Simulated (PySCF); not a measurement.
propene (C₃H₆), SMILES C=CC. The structure is a stationary point at r2SCAN-D4/def2-TZVP.

These are r2SCAN-D4/def2-TZVP run with PySCF values and carry that method's errors.

Harmonic wavenumbers (cm⁻¹): 211, 428, 590, 927, 933, 943, 1031, 1063, 1191, 1327, 1394, 1443, 1472, 1487, 1705, 3018, 3071, 3106, 3127, 3132, 3221. Rotational constants (GHz): 46.98, 9.352, 8.191; symmetry number 1.

### Question
Work out the zero-point energy and the ideal-gas rigid-rotor harmonic-oscillator thermochemistry at 298.15 K and 1 atm.

### Answer
ZPE = ½ Σ hcν = ½ × 34821 cm⁻¹ = 208.28 kJ/mol. H − E(el) = 221.48 kJ/mol. Entropy in J/(mol K): translation 155.38, rotation 92.12, vibration 16.83, total 264.33. G − E(el) = 142.67 kJ/mol. Cp = 62.76 J/(mol K).
